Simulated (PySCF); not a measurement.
Gas-phase reaction: CH₄ + C₃H₆ (cyclic) → C₄H₁₀ (n-butane)

Computed with PySCF and rigid-rotor harmonic-oscillator thermochemistry at 1 bar. Table values come from the NASA 1993 polynomials. † marks an energy on the PBE0/def2-TZVP geometry and frequencies. All species are closed-shell singlets. B3LYP is the form with VWN-RPA correlation.

Levels: a) ωB97X-V/def2-TZVP†; b) BLYP/def2-TZVP†; c) B3LYP/def2-TZVP†.

Problem. Order the levels by the distance of their ΔH°(298 K) from the table for this reaction, closest first.

Solution. a (-0 kJ), c (+12 kJ), b (+21 kJ)

The table gives -104 kJ. The order holds for this reaction alone, and for the 1993 entries, some of which have been revised since.
